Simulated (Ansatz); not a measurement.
# Gold, fcc under LDA: convergence with the Gaussian smearing

A convergence test of the Gaussian smearing width. The geometry was relaxed under LDA beforehand and stays fixed; 7 values are run, from 0.01 to 1.0 eV. Wanted are the values from which on the energy stays within 10 and 1 meV/atom, and the pressure within 0.5 GPa, of the narrowest run. Within the series other settings stay. Spin polarisation is left out.

Method: DFT LDA, plane waves with PAW, scalar-relativistic, in Ansatz 0.2.0.

## Step 1: Starting point

Symmetry: Fm-3m, No. 225, cubic system. Conventional cell: a = 4.046 Å, b = 4.046 Å, c = 4.046 Å, α = 90.00°, β = 90.00°, γ = 90.00°. Au (site symmetry m-3m) has 12 Au at 2.86 Å as nearest neighbours.

As a file:

```
Au
1.0
     0.00000    2.02296    2.02296
     2.02296    0.00000    2.02296
     2.02296    2.02296    0.00000
Au
1
Cartesian
  0.0000 0.0000 0.0000
```

## Step 2: Run at 0.01 eV

The run at 0.01 eV.

input.yaml

```yaml
crystal:
  lattice:
    - [0.0, 2.0229622709, 2.0229622709]
    - [2.0229622709, 0.0, 2.0229622709]
    - [2.0229622709, 2.0229622709, 0.0]
  atoms:
    - { symbol: Au, position: [0.0, 0.0, 0.0] }
hamiltonian:
  xc: lda
  pseudopotentials:
    kind: paw
    azcp:
      Au: "pseudopotentials/Au.paw.azcp"
basis:
  ecutwfc: 420
  fft_grid_basis: typed
kpoints:
  mp_grid: { grid: [13, 13, 13], shift: [0, 0, 0] }
magnetization:
  spin_polarized: false
scf:
  occupations: { method: gaussian, width: 0.01 }
  lower_state_search: "off"
output:
  stress: true
```

Launch:

```sh
> ansatz run input.yaml --threads 2 --pin off --max-ram 5120MiB --backend cpu --events-out ev --progress --plain --runs-dir out
```

## Step 3: Run at 0.03 eV

The run at 0.03 eV.

input.yaml, as its differences from that of step 2:

```diff
@@ -21,3 +21,3 @@
 scf:
-  occupations: { method: gaussian, width: 0.01 }
+  occupations: { method: gaussian, width: 0.03 }
   lower_state_search: "off"
```

## Step 4: Run at 0.1 eV

The run at 0.1 eV.

input.yaml, as its differences from that of step 3:

```diff
@@ -21,3 +21,3 @@
 scf:
-  occupations: { method: gaussian, width: 0.03 }
+  occupations: { method: gaussian, width: 0.1 }
   lower_state_search: "off"
```

## Step 5: Run at 0.2 eV

The run at 0.2 eV.

input.yaml, as its differences from that of step 4:

```diff
@@ -21,3 +21,3 @@
 scf:
-  occupations: { method: gaussian, width: 0.1 }
+  occupations: { method: gaussian, width: 0.2 }
   lower_state_search: "off"
```

## Step 6: Run at 0.3 eV

The run at 0.3 eV.

input.yaml, as its differences from that of step 5:

```diff
@@ -21,3 +21,3 @@
 scf:
-  occupations: { method: gaussian, width: 0.2 }
+  occupations: { method: gaussian, width: 0.3 }
   lower_state_search: "off"
```

## Step 7: Run at 0.6 eV

The run at 0.6 eV.

input.yaml, as its differences from that of step 6:

```diff
@@ -21,3 +21,3 @@
 scf:
-  occupations: { method: gaussian, width: 0.3 }
+  occupations: { method: gaussian, width: 0.6 }
   lower_state_search: "off"
```

## Step 8: Run at 1.0 eV

The run at 1.0 eV.

input.yaml, as its differences from that of step 7:

```diff
@@ -21,3 +21,3 @@
 scf:
-  occupations: { method: gaussian, width: 0.6 }
+  occupations: { method: gaussian, width: 1.0 }
   lower_state_search: "off"
```

(Steps that only read results are left out.)

Q: Predict the outcome of this session.

The runs gave:

| quantity | value |
| --- | --- |
| E(σ → 0) stays within 10 meV/atom of 0.01 eV | up to 1.0 eV |
| E(σ → 0) stays within 1 meV/atom | up to 0.3 eV |
| pressure stays within 0.5 GPa | up to 0.6 eV |
| pressure at 0.01 eV | -0.15 GPa |
| energy of a separate run on a finer mesh (22×22×22) | +3.0 meV/atom from 0.01 eV |

What this shows: At 1.0 eV the energy differs by +5.6 meV/atom and the pressure by +0.9 GPa. Over the range F shifts by -67.1 meV/atom, while E(σ → 0) shifts by +5.6. In theory F falls as the square of the width under this scheme, but here the ratio is not steady: the mesh at narrow widths, or a density of states that varies over the wide ones, can both cause that. The mesh (13×13×13) is fixed, so the narrowest widths carry a k-point error of their own. The yardstick itself is unsettled by 3.0 meV/atom against the finer mesh, so the thresholds above hold only within this series, and wider smearing, which averages over more states, can land nearer the fine-mesh value than the narrowest does.
